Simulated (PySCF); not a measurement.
Task: Write Cartesian coordinates for `C=CC(=C)[O-]` as optimised with GFN2-xTB. (Charge -1.)

Result: 
```xyz
10
C4H5O angstrom
C     -1.817    0.005    0.228
C     -0.609   -0.167   -0.296
C      0.658    0.220    0.398
C      1.794   -0.045   -0.320
O      0.596    0.743    1.552
H     -1.911    0.447    1.208
H     -2.736   -0.275   -0.273
H     -0.504   -0.613   -1.283
H      1.761   -0.496   -1.303
H      2.776    0.186    0.068
```

Orientation and origin are arbitrary. Atoms count from 1 in this order. The 3 C–C bonds span 1.327 Å (C1=C2, drawn double) to 1.496 Å (C2–C3, drawn single), a spread of 0.169 Å. C2 (alkene CH carbon) is planar (angles 123.6°, 120.0° and 116.4°, sum 360.0°, 0.00 Å off the plane of its three neighbours). C1 (terminal =CH2 carbon) is planar (angles 123.7°, 119.4° and 116.9°, sum 360.0°, 0.00 Å off the plane of its three neighbours). C3 (vinylic carbon bearing oxygen) is planar (angles 126.7°, 119.1° and 114.2°, sum 360.0°, 0.00 Å off the plane of its three neighbours).

Bonds between heavy atoms (Å): C1=C2 1.327, C2–C3 1.496, C3=C4 1.370, C3–O5 1.269.

Computed geometry: GFN2-xTB, gas phase.

Point group: Cs (every atom within 0.08 Å of its image). No frequency check. Torsions: C1–C2–C3–C4 180°.

One conformer stands for the species.
